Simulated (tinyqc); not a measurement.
Inside a calculation (part 1 of 2). Method: CIS on RHF in the sto-6g basis, frozen core, for H2O, spin multiplicity 1. Computed by tinyqc, a small Python program that keeps every step (integrals from PySCF). Settings: charge = 0, multiplicity = 1, basis = sto-6g, method = RHF, frozen orbitals = 1, energy threshold = 1e-10, iteration cap = 83, orthogonalisation = canonical, start = core, DIIS depth = 6. Command: `OMP_NUM_THREADS=1 python tinyqc.py 21701 21702 out.jsonl` (the two numbers bound the seeds that draw the settings). One thread of a shared host (Intel(R) Xeon(R) Processor @ 2.60GHz), about 0.1 s of CPU time with the checks. The early iterations of the SCF are left out here.

## One-electron integrals

Geometry (angstrom):
```
atom         x          y         z
O     0.000000   0.000000  0.000000
H     0.000000   0.854000  0.783000
H     0.000000  -0.854000  0.783000
```

Basis sto-6g: exponents (1/bohr^2) and contraction coefficients of normalised primitives:
```
element  l (shell)     exponent  coefficient
O            s (1)  1355.584234     0.009164
O            s (1)   248.544885     0.049361
O            s (1)    69.533902     0.168538
O            s (1)    23.886772     0.370563
O            s (1)     9.275933     0.416492
O            s (1)     3.820341     0.130334
O            s (2)    52.187762    -0.013253
O            s (2)    10.329320    -0.046992
O            s (2)     3.210345    -0.033785
O            s (2)     1.235135     0.250242
O            s (2)     0.536420     0.595117
O            s (2)     0.245881     0.240706
O            p (3)    52.187762     0.003760
O            p (3)    10.329320     0.037679
O            p (3)     3.210345     0.173897
O            p (3)     1.235135     0.418036
O            p (3)     0.536420     0.425860
O            p (3)     0.245881     0.101708
H            s (1)    35.523221     0.009164
H            s (1)     6.513144     0.049361
H            s (1)     1.822143     0.168538
H            s (1)     0.625955     0.370563
H            s (1)     0.243077     0.416492
H            s (1)     0.100112     0.130334
```

Overlap, kinetic and nuclear-attraction integrals over the contracted functions; the nuclear repulsion is the sum of Za Zb / Rab.

nuclear repulsion = 7.61749959 hartree

overlap S, order 1O 1s, 1O 2s, 1O 2px, 1O 2py, 1O 2pz, 2H 1s, 3H 1s:
$$\begin{pmatrix}
1.000000 & 0.231145 & 0.000000 & 0.000000 & 0.000000 & 0.034850 & 0.034850 \\
0.231145 & 1.000000 & 0.000000 & 0.000000 & 0.000000 & 0.355279 & 0.355279 \\
0.000000 & 0.000000 & 1.000000 & 0.000000 & 0.000000 & 0.000000 & 0.000000 \\
0.000000 & 0.000000 & 0.000000 & 1.000000 & 0.000000 & 0.234159 & -0.234159 \\
0.000000 & 0.000000 & 0.000000 & 0.000000 & 1.000000 & 0.214692 & 0.214692 \\
0.034850 & 0.355279 & 0.000000 & 0.234159 & 0.214692 & 1.000000 & 0.188986 \\
0.034850 & 0.355279 & 0.000000 & -0.234159 & 0.214692 & 0.188986 & 1.000000
\end{pmatrix}$$

kinetic energy T (hartree), order 1O 1s, 1O 2s, 1O 2px, 1O 2py, 1O 2pz, 2H 1s, 3H 1s:
$$\begin{pmatrix}
29.327197 & -0.896024 & 0.000000 & 0.000000 & 0.000000 & -0.006364 & -0.006364 \\
-0.896024 & 0.842618 & 0.000000 & 0.000000 & 0.000000 & 0.051347 & 0.051347 \\
0.000000 & 0.000000 & 2.531309 & 0.000000 & 0.000000 & 0.000000 & 0.000000 \\
0.000000 & 0.000000 & 0.000000 & 2.531309 & 0.000000 & 0.113052 & -0.113052 \\
0.000000 & 0.000000 & 0.000000 & 0.000000 & 2.531309 & 0.103653 & 0.103653 \\
-0.006364 & 0.051347 & 0.000000 & 0.113052 & 0.103653 & 0.768522 & -0.004689 \\
-0.006364 & 0.051347 & 0.000000 & -0.113052 & 0.103653 & -0.004689 & 0.768522
\end{pmatrix}$$

nuclear attraction V (hartree), order 1O 1s, 1O 2s, 1O 2px, 1O 2py, 1O 2pz, 2H 1s, 3H 1s:
$$\begin{pmatrix}
-62.171775 & -6.362423 & 0.000000 & 0.000000 & -0.015151 & -1.095498 & -1.095498 \\
-6.362423 & -9.910319 & 0.000000 & 0.000000 & -0.176699 & -2.672714 & -2.672714 \\
0.000000 & 0.000000 & -9.857189 & 0.000000 & 0.000000 & 0.000000 & 0.000000 \\
0.000000 & 0.000000 & 0.000000 & -9.943129 & 0.000000 & -1.551347 & 1.551347 \\
-0.015151 & -0.176699 & 0.000000 & 0.000000 & -9.929433 & -1.471090 & -1.471090 \\
-1.095498 & -2.672714 & 0.000000 & -1.551347 & -1.471090 & -5.143202 & -1.052083 \\
-1.095498 & -2.672714 & 0.000000 & 1.551347 & -1.471090 & -1.052083 & -5.143202
\end{pmatrix}$$

core Hamiltonian H = T + V (hartree), order 1O 1s, 1O 2s, 1O 2px, 1O 2py, 1O 2pz, 2H 1s, 3H 1s:
$$\begin{pmatrix}
-32.844578 & -7.258447 & 0.000000 & 0.000000 & -0.015151 & -1.101862 & -1.101862 \\
-7.258447 & -9.067701 & 0.000000 & 0.000000 & -0.176699 & -2.621367 & -2.621367 \\
0.000000 & 0.000000 & -7.325881 & 0.000000 & 0.000000 & 0.000000 & 0.000000 \\
0.000000 & 0.000000 & 0.000000 & -7.411820 & 0.000000 & -1.438295 & 1.438295 \\
-0.015151 & -0.176699 & 0.000000 & 0.000000 & -7.398124 & -1.367437 & -1.367437 \\
-1.101862 & -2.621367 & 0.000000 & -1.438295 & -1.367437 & -4.374679 & -1.056773 \\
-1.101862 & -2.621367 & 0.000000 & 1.438295 & -1.367437 & -1.056773 & -4.374679
\end{pmatrix}$$

## Two-electron integrals

Functions are numbered as in S; the eight-fold symmetry (ij|kl) = (ji|kl) = (kl|ij) leaves the list below.

Two-electron integrals (ij|kl) in chemists' order, unique and non-zero (hartree):
```
(11|11) 4.787491    (21|11) 0.675884    (21|21) 0.121505    (22|11) 1.117379
(22|21) 0.249212    (22|22) 0.817383    (31|31) 0.025762    (32|31) 0.039145
(32|32) 0.180664    (33|11) 1.117381    (33|21) 0.249212    (33|22) 0.817382
(33|33) 0.880663    (41|41) 0.025762    (42|41) 0.039145    (42|42) 0.180664
(43|43) 0.047461    (44|11) 1.117381    (44|21) 0.249212    (44|22) 0.817382
(44|33) 0.785741    (44|44) 0.880663    (51|51) 0.025762    (52|51) 0.039145
(52|52) 0.180664    (53|53) 0.047461    (54|54) 0.047461    (55|11) 1.117381
(55|21) 0.249212    (55|22) 0.817382    (55|33) 0.785741    (55|44) 0.785741
(55|55) 0.880663    (61|11) 0.108410    (61|21) 0.018693    (61|22) 0.037545
(61|33) 0.037466    (61|41) 0.000676    (61|42) 0.001327    (61|44) 0.037595
(61|51) 0.000620    (61|52) 0.001216    (61|54) 0.000119    (61|55) 0.037575
(61|61) 0.002931    (62|11) 0.282039    (62|21) 0.063875    (62|22) 0.234320
(62|33) 0.230315    (62|41) 0.003787    (62|42) 0.028776    (62|44) 0.236843
(62|51) 0.003472    (62|52) 0.026384    (62|54) 0.005985    (62|55) 0.235802
(62|61) 0.009896    (62|62) 0.086222    (63|31) 0.006848    (63|32) 0.039362
(63|43) 0.005841    (63|53) 0.005355    (63|63) 0.011708    (64|11) 0.156685
(64|21) 0.035966    (64|22) 0.140656    (64|33) 0.134477    (64|41) 0.008675
(64|42) 0.055362    (64|44) 0.149883    (64|51) 0.001675    (64|52) 0.014670
(64|54) 0.008770    (64|55) 0.137608    (64|61) 0.005807    (64|62) 0.062894
(64|64) 0.057009    (65|11) 0.143658    (65|21) 0.032976    (65|22) 0.128962
(65|33) 0.123297    (65|41) 0.001675    (65|42) 0.014670    (65|44) 0.126712
(65|51) 0.008384    (65|52) 0.052812    (65|54) 0.008972    (65|55) 0.136878
(65|61) 0.005324    (65|62) 0.057666    (65|64) 0.041535    (65|65) 0.049790
(66|11) 0.449000    (66|21) 0.103570    (66|22) 0.436262    (66|33) 0.419671
(66|41) 0.007391    (66|42) 0.078350    (66|44) 0.446712    (66|51) 0.006776
(66|52) 0.071836    (66|54) 0.024793    (66|55) 0.442403    (66|61) 0.016175
(66|62) 0.210845    (66|64) 0.175156    (66|65) 0.160594    (66|66) 0.774999
(71|11) 0.108410    (71|21) 0.018693    (71|22) 0.037545    (71|33) 0.037466
(71|41) -0.000676   (71|42) -0.001327   (71|44) 0.037595    (71|51) 0.000620
(71|52) 0.001216    (71|54) -0.000119   (71|55) 0.037575    (71|61) 0.002892
(71|62) 0.009599    (71|64) 0.005162    (71|65) 0.005169    (71|66) 0.015554
(71|71) 0.002931    (72|11) 0.282039    (72|21) 0.063875    (72|22) 0.234320
(72|33) 0.230315    (72|41) -0.003787   (72|42) -0.028776   (72|44) 0.236843
(72|51) 0.003472    (72|52) 0.026384    (72|54) -0.005985   (72|55) 0.235802
(72|61) 0.009599    (72|62) 0.069774    (72|64) 0.035295    (72|65) 0.045474
(72|66) 0.138852    (72|71) 0.009896    (72|72) 0.086222    (73|31) 0.006848
(73|32) 0.039362    (73|43) -0.005841   (73|53) 0.005355    (73|63) 0.009172
(73|73) 0.011708    (74|11) -0.156685   (74|21) -0.035966   (74|22) -0.140656
(74|33) -0.134477   (74|41) 0.008675    (74|42) 0.055362    (74|44) -0.149883
(74|51) -0.001675   (74|52) -0.014670   (74|54) 0.008770    (74|55) -0.137608
(74|61) -0.005162   (74|62) -0.035295   (74|64) -0.009186   (74|65) -0.022539
(74|66) -0.063830   (74|71) -0.005807   (74|72) -0.062894   (74|74) 0.057009
(75|11) 0.143658    (75|21) 0.032976    (75|22) 0.128962    (75|33) 0.123297
(75|41) -0.001675   (75|42) -0.014670   (75|44) 0.126712    (75|51) 0.008384
(75|52) 0.052812    (75|54) -0.008972   (75|55) 0.136878    (75|61) 0.005169
(75|62) 0.045474    (75|64) 0.022539    (75|65) 0.038301    (75|66) 0.098658
(75|71) 0.005324    (75|72) 0.057666    (75|74) -0.041535   (75|75) 0.049790
(76|11) 0.102883    (76|21) 0.023585    (76|22) 0.094928    (76|33) 0.092521
(76|44) 0.094044    (76|51) 0.001924    (76|52) 0.017865    (76|55) 0.098220
(76|61) 0.003624    (76|62) 0.035901    (76|64) 0.022707    (76|65) 0.026994
(76|66) 0.095296    (76|71) 0.003624    (76|72) 0.035901    (76|74) -0.022707
(76|75) 0.026994    (76|76) 0.019318    (77|11) 0.449000    (77|21) 0.103570
(77|22) 0.436262    (77|33) 0.419671    (77|41) -0.007391   (77|42) -0.078350
(77|44) 0.446712    (77|51) 0.006776    (77|52) 0.071836    (77|54) -0.024793
(77|55) 0.442403    (77|61) 0.015554    (77|62) 0.138852    (77|64) 0.063830
(77|65) 0.098658    (77|66) 0.306802    (77|71) 0.016175    (77|72) 0.210845
(77|74) -0.175156   (77|75) 0.160594    (77|76) 0.095296    (77|77) 0.774999
```

## Orthogonalisation

S = U s U^T; canonical form X = U s^(-1/2), so that X^T S X = 1. Each column of U has its largest component positive (the first on a tie).

eigenvalues of S: [0.470558, 0.561138, 0.881840, 1.000000, 1.108068, 1.249876, 1.728520]

X, order 1O 1s, 1O 2s, 1O 2px, 1O 2py, 1O 2pz, 2H 1s, 3H 1s:
$$\begin{pmatrix}
-0.349144 & 0.000000 & 0.724188 & 0.000000 & 0.620601 & 0.000000 & 0.175750 \\
0.987302 & 0.000000 & -0.314958 & 0.000000 & 0.335636 & 0.000000 & 0.436285 \\
0.000000 & 0.000000 & 0.000000 & 1.000000 & 0.000000 & 0.000000 & 0.000000 \\
0.000000 & 0.804082 & 0.000000 & 0.000000 & 0.000000 & 0.714009 & 0.000000 \\
0.504506 & 0.000000 & 0.665747 & 0.000000 & -0.599309 & 0.000000 & 0.229946 \\
-0.622070 & -0.753507 & -0.183204 & 0.000000 & -0.150836 & 0.380966 & 0.390142 \\
-0.622070 & 0.753507 & -0.183204 & 0.000000 & -0.150836 & -0.380966 & 0.390142
\end{pmatrix}$$

## Iteration 9 (converged): orbitals

converged F (hartree), order 1O 1s, 1O 2s, 1O 2px, 1O 2py, 1O 2pz, 2H 1s, 3H 1s:
$$\begin{pmatrix}
-20.539102 & -4.966416 & 0.000000 & 0.000000 & -0.023279 & -0.756153 & -0.756153 \\
-4.966416 & -2.304138 & 0.000000 & 0.000000 & -0.063534 & -0.721287 & -0.721287 \\
0.000000 & 0.000000 & -0.398901 & 0.000000 & 0.000000 & 0.000000 & 0.000000 \\
0.000000 & 0.000000 & 0.000000 & -0.219452 & 0.000000 & -0.325034 & 0.325034 \\
-0.023279 & -0.063534 & 0.000000 & 0.000000 & -0.256834 & -0.331353 & -0.331353 \\
-0.756153 & -0.721287 & 0.000000 & -0.325034 & -0.331353 & -0.376475 & -0.244082 \\
-0.756153 & -0.721287 & 0.000000 & 0.325034 & -0.331353 & -0.244082 & -0.376475
\end{pmatrix}$$

Diagonalise F' = X^T F X, C = X C', fill 5 alpha and 5 beta electrons from the bottom; D = 2 C_occ C_occ^T. Each column has its largest component positive (the first on a tie).

F' = X^T F X (hartree):
$$\begin{pmatrix}
-0.395511 & 0.000000 & 2.448723 & 0.000000 & 2.025292 & 0.000000 & 0.576940 \\
0.000000 & 0.495504 & 0.000000 & 0.000000 & 0.000000 & 0.100626 & 0.000000 \\
2.448723 & 0.000000 & -8.489521 & 0.000000 & -8.830189 & 0.000000 & -3.793060 \\
0.000000 & 0.000000 & 0.000000 & -0.398901 & 0.000000 & 0.000000 & 0.000000 \\
2.025292 & 0.000000 & -8.830189 & 0.000000 & -10.007312 & 0.000000 & -4.338115 \\
0.000000 & 0.100626 & 0.000000 & 0.000000 & 0.000000 & -0.503963 & 0.000000 \\
0.576940 & 0.000000 & -3.793060 & 0.000000 & -4.338115 & 0.000000 & -2.869123
\end{pmatrix}$$

orbital energies (hartree): MO1 -20.541957, MO2 -1.206854, MO3 -0.513993, MO4 -0.452058, MO5 -0.398901, MO6 0.439402, MO7 0.505534

coefficients C, order 1O 1s, 1O 2s, 1O 2px, 1O 2py, 1O 2pz, 2H 1s, 3H 1s:
$$\begin{pmatrix}
0.996927 & -0.229841 & 0.000000 & 0.084980 & 0.000000 & -0.092043 & 0.000000 \\
0.013727 & 0.907599 & 0.000000 & -0.462788 & 0.000000 & 0.582119 & 0.000000 \\
0.000000 & 0.000000 & 0.000000 & 0.000000 & 1.000000 & 0.000000 & 0.000000 \\
0.000000 & 0.000000 & 0.630732 & 0.000000 & 0.000000 & 0.000000 & 0.870938 \\
0.002185 & 0.075009 & 0.000000 & 0.712874 & 0.000000 & 0.771992 & 0.000000 \\
-0.002480 & 0.131120 & 0.453827 & 0.355516 & 0.000000 & -0.672241 & -0.712004 \\
-0.002480 & 0.131120 & -0.453827 & 0.355516 & 0.000000 & -0.672241 & 0.712004
\end{pmatrix}$$

D after iteration 9, order 1O 1s, 1O 2s, 1O 2px, 1O 2py, 1O 2pz, 2H 1s, 3H 1s:
$$\begin{pmatrix}
2.107824 & -0.468494 & 0.000000 & 0.000000 & 0.091036 & -0.004795 & -0.004795 \\
-0.468494 & 2.076194 & 0.000000 & 0.000000 & -0.523603 & -0.091117 & -0.091117 \\
0.000000 & 0.000000 & 2.000000 & 0.000000 & 0.000000 & 0.000000 & 0.000000 \\
0.000000 & 0.000000 & 0.000000 & 0.795646 & 0.000000 & 0.572486 & -0.572486 \\
0.091036 & -0.523603 & 0.000000 & 0.000000 & 1.027640 & 0.526535 & 0.526535 \\
-0.004795 & -0.091117 & 0.000000 & 0.572486 & 0.526535 & 0.699098 & -0.124737 \\
-0.004795 & -0.091117 & 0.000000 & -0.572486 & 0.526535 & -0.124737 & 0.699098
\end{pmatrix}$$

## Convergence

Stop when the energy changes by less than 1e-10 hartree and every element of the error matrix X^T (F D S - S D F) X is below 3e-06.

Course of the cycle:
```
iteration   E (hartree)     change  largest element of the error matrix
1          -74.00726902          -                             7.39e-01
2          -75.40430595  -1.40e+00                             5.00e-01
3          -75.62873874  -2.24e-01                             6.92e-02
4          -75.63360085  -4.86e-03                             1.79e-02
5          -75.63383914  -2.38e-04                             4.25e-03
6          -75.63387639  -3.73e-05                             6.94e-04
7          -75.63387702  -6.34e-07                             1.02e-05
8          -75.63387702  -1.47e-10                             4.61e-08
9          -75.63387702   5.68e-14                             7.56e-10
```

PySCF RHF in the same basis = -75.63387702 hartree

Converged in 9 iterations.

## Integrals over molecular orbitals

(pq|rs) = sum C_ip C_jq C_kr C_ls (ij|kl), one index at a time.

one-electron integrals over orbitals h = C^T H C (hartree):
$$\begin{pmatrix}
-32.832292 & 0.581682 & 0.000000 & -0.208362 & 0.000000 & 0.235466 & 0.000000 \\
0.581682 & -7.596894 & 0.000000 & 0.563954 & 0.000000 & -1.161978 & 0.000000 \\
0.000000 & 0.000000 & -5.962107 & 0.000000 & 0.000000 & 0.000000 & -1.772477 \\
-0.208362 & 0.563954 & 0.000000 & -6.420440 & 0.000000 & -1.412024 & 0.000000 \\
0.000000 & 0.000000 & 0.000000 & 0.000000 & -7.325881 & 0.000000 & 0.000000 \\
0.235466 & -1.161978 & 0.000000 & -1.412024 & 0.000000 & -5.378798 & 0.000000 \\
0.000000 & 0.000000 & -1.772477 & 0.000000 & 0.000000 & 0.000000 & -5.418521
\end{pmatrix}$$

Two-electron integrals over orbitals (pq|rs), unique and non-zero (hartree); the lowest 1 orbital is frozen and left out:
```
(22|22) 0.730057    (32|32) 0.125750    (33|22) 0.614318    (33|33) 0.588904
(42|22) -0.032996   (42|33) 0.000995    (42|42) 0.129535    (43|32) 0.026274
(43|43) 0.059722    (44|22) 0.649723    (44|33) 0.559346    (44|42) -0.084136
(44|44) 0.666531    (52|52) 0.152956    (53|53) 0.026613    (54|52) -0.043775
(54|54) 0.045550    (55|22) 0.760362    (55|33) 0.601317    (55|42) -0.084634
(55|44) 0.670253    (55|55) 0.880663    (62|22) 0.128295    (62|33) 0.067912
(62|42) 0.036767    (62|44) 0.052144    (62|55) 0.133848    (62|62) 0.094887
(63|32) -0.029263   (63|43) -0.037701   (63|63) 0.069604    (64|22) 0.139984
(64|33) 0.054225    (64|42) -0.060713   (64|44) 0.131043    (64|55) 0.163008
(64|62) 0.055048    (64|64) 0.112454    (65|52) 0.047028    (65|54) 0.008231
(65|65) 0.033367    (66|22) 0.598243    (66|33) 0.548208    (66|42) 0.040418
(66|44) 0.548833    (66|55) 0.583762    (66|62) 0.094605    (66|64) 0.059528
(66|66) 0.585419    (72|32) 0.057664    (72|43) -0.030965   (72|63) 0.028638
(72|72) 0.068260    (73|22) 0.171013    (73|33) 0.091058    (73|42) -0.081918
(73|44) 0.128678    (73|55) 0.205731    (73|62) 0.063440    (73|64) 0.112606
(73|66) 0.048798    (73|73) 0.165848    (74|32) -0.071779   (74|43) -0.020363
(74|63) 0.056157    (74|72) -0.015340   (74|74) 0.074432    (75|53) 0.023804
(75|75) 0.024085    (76|32) 0.078076    (76|43) 0.065840    (76|63) -0.060741
(76|72) -0.005175   (76|74) -0.063283   (76|76) 0.109385    (77|22) 0.597801
(77|33) 0.574305    (77|42) -0.014528   (77|44) 0.561640    (77|55) 0.594145
(77|62) 0.056858    (77|64) 0.048665    (77|66) 0.547724    (77|73) 0.085263
(77|77) 0.581951
```

## CIS matrix, singlets

A(ia,jb) = (e_a - e_i) d_ij d_ab + 2 (ia|jb) - (ij|ab).

CIS matrix A, singlet (hartree), order 2>6, 2>7, 3>6, 3>7, 4>6, 4>7, 5>6, 5>7:
$$\begin{pmatrix}
1.237787 & 0.000000 & 0.000000 & 0.048805 & 0.069678 & 0.000000 & 0.000000 & 0.000000 \\
0.000000 & 1.251107 & -0.020800 & 0.000000 & 0.000000 & -0.016151 & 0.000000 & 0.000000 \\
0.000000 & -0.020800 & 0.544396 & 0.000000 & 0.000000 & 0.046474 & 0.000000 & 0.000000 \\
0.048805 & 0.000000 & 0.000000 & 0.776917 & 0.159371 & 0.000000 & 0.000000 & 0.000000 \\
0.069678 & 0.000000 & 0.000000 & 0.159371 & 0.567534 & 0.000000 & 0.000000 & 0.000000 \\
0.000000 & -0.016151 & 0.046474 & 0.000000 & 0.000000 & 0.544817 & 0.000000 & 0.000000 \\
0.000000 & 0.000000 & 0.000000 & 0.000000 & 0.000000 & 0.000000 & 0.321274 & 0.000000 \\
0.000000 & 0.000000 & 0.000000 & 0.000000 & 0.000000 & 0.000000 & 0.000000 & 0.358459
\end{pmatrix}$$

## CIS singlet states

dipole integrals <i|r|a> (bohr), order 2>6, 2>7, 3>6, 3>7, 4>6, 4>7, 5>6, 5>7:
$$\begin{pmatrix}
0.000000 & 0.000000 & -0.039180 \\
0.000000 & -0.040347 & 0.000000 \\
0.000000 & -0.852197 & 0.000000 \\
0.000000 & 0.000000 & -0.791302 \\
0.000000 & 0.000000 & -0.725513 \\
0.000000 & -0.823089 & 0.000000 \\
0.062240 & 0.000000 & 0.000000 \\
0.000000 & 0.000000 & 0.000000
\end{pmatrix}$$

Diagonalise A (1 hartree = 27.211386 eV); each vector has its largest component positive (the first on a tie). The transition dipole is mu = sqrt2 sum c_ia <i|r|a>.

singlet excitation energies (eV): [8.742312, 9.754167, 13.050198, 13.554468, 16.056040, 23.081131, 34.072847, 34.134966]

lowest vectors, order 2>6, 2>7, 3>6, 3>7, 4>6, 4>7, 5>6, 5>7:
$$\begin{pmatrix}
0.000000 & 0.000000 & -0.051263 & 0.000000 & 0.000000 & -0.189670 \\
0.000000 & 0.000000 & 0.000000 & 0.004488 & 0.039475 & 0.000000 \\
0.000000 & 0.000000 & 0.000000 & 0.709587 & 0.703935 & 0.000000 \\
0.000000 & 0.000000 & -0.465250 & 0.000000 & 0.000000 & 0.873288 \\
0.000000 & 0.000000 & 0.883693 & 0.000000 & 0.000000 & 0.448769 \\
0.000000 & 0.000000 & 0.000000 & -0.704603 & 0.709166 & 0.000000 \\
1.000000 & 0.000000 & 0.000000 & 0.000000 & 0.000000 & 0.000000 \\
0.000000 & 1.000000 & 0.000000 & 0.000000 & 0.000000 & 0.000000
\end{pmatrix}$$

oscillator strengths 2/3 w |mu|^2: [0.001659, 0.000000, 0.046951, 0.000413, 1.105103, 1.151840]

## CIS matrix, triplets

A(ia,jb) = (e_a - e_i) d_ij d_ab - (ij|ab).

CIS matrix A, triplet (hartree), order 2>6, 2>7, 3>6, 3>7, 4>6, 4>7, 5>6, 5>7:
$$\begin{pmatrix}
1.048013 & 0.000000 & 0.000000 & -0.078076 & -0.040418 & 0.000000 & 0.000000 & 0.000000 \\
0.000000 & 1.114587 & -0.078076 & 0.000000 & 0.000000 & 0.014528 & 0.000000 & 0.000000 \\
0.000000 & -0.078076 & 0.405187 & 0.000000 & 0.000000 & -0.065840 & 0.000000 & 0.000000 \\
-0.078076 & 0.000000 & 0.000000 & 0.445222 & -0.065840 & 0.000000 & 0.000000 & 0.000000 \\
-0.040418 & 0.000000 & 0.000000 & -0.065840 & 0.342627 & 0.000000 & 0.000000 & 0.000000 \\
0.000000 & 0.014528 & -0.065840 & 0.000000 & 0.000000 & 0.395952 & 0.000000 & 0.000000 \\
0.000000 & 0.000000 & 0.000000 & 0.000000 & 0.000000 & 0.000000 & 0.254541 & 0.000000 \\
0.000000 & 0.000000 & 0.000000 & 0.000000 & 0.000000 & 0.000000 & 0.000000 & 0.310290
\end{pmatrix}$$
